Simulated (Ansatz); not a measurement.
# BN₂H₂−: one structure at several levels

One table from this session's results is given with a row withheld; the runs are named, their logs left out.

Method: single points in def2-TZVPPD; program: Ansatz 0.2.0, Gaussian basis.

Cores are frozen in the correlated methods.

### The starting structure

SMILES `N=B[NH-]`, 5 atoms, charge -1, spin multiplicity 1.

Atoms are counted from 1 here; the program's logs count them from 0.

Bond lengths: N1–B2 1.345 Å, N1–H4 1.010 Å, B2–N3 1.303 Å, N3–H5 1.014 Å. Angles: B2–N1–H4 124.5°, N1–B2–N3 170.6°, B2–N3–H5 125.8°.

Coordinates:

```xyz
5
BH2N2
N    -0.30920    0.91590   -0.93470
B     0.01730    0.08250    0.06870
N     0.38110   -0.54740    1.14950
H    -1.12930    0.81760   -1.51530
H     1.04770   -1.31070    1.19570
```

The first run:

Input file run/in.yaml:

```yaml
crystal:
  periodic: [false, false, false]
  atoms:
    - {symbol: N, position_ang: [-0.309200, 0.915900, -0.934700]}
    - {symbol: B, position_ang: [0.017300, 0.082500, 0.068700]}
    - {symbol: N, position_ang: [0.381100, -0.547400, 1.149500]}
    - {symbol: H, position_ang: [-1.129300, 0.817600, -1.515300]}
    - {symbol: H, position_ang: [1.047700, -1.310700, 1.195700]}
basis:
  gaussian: {orbitals: "def2-TZVPPD.json"}
total_charge: -1
correlation: {method: ccsd_t}
output: {forces: true}
```

The basis file named in the input lies beside it (Basis Set Exchange, JSON).

On the command line:

```bash
$ ansatz run in.yaml --threads 4 --pin off --events-out ev --progress --plain --max-ram 5222MiB
```

Steps of the session up to this table: CCSD(T)/def2-TZVPPD; PBE0-D4/def2-TZVPPD; wB97M-V/def2-TZVPPD; r2SCAN-D4/def2-TZVPPD; PBE-D4/def2-TZVPPD; revPBE-D4/def2-TZVPPD; HSE06-D4/def2-TZVPPD.

One of the session's tables, all rows but one given; the rest of the session is left out.

```
   method  RMS force component (eV/Å)  angle to CCSD(T) forces (°)
  CCSD(T)                       0.823                    reference
  PBE0-D4                       0.725                         13.9
  wB97M-V                       0.729                         12.6
r2SCAN-D4                       0.739                          9.9
   PBE-D4                       0.770                         11.5
revPBE-D4                       0.814                         11.5
 HSE06-D4                           ?                            ?
```

**Question.** Estimate the row for HSE06-D4.

The run gave: RMS force component (eV/Å): 0.726; angle to CCSD(T) forces (°): 13.5. In the column «RMS force component (eV/Å)» it lies between PBE0-D4 (0.725) and wB97M-V (0.729).
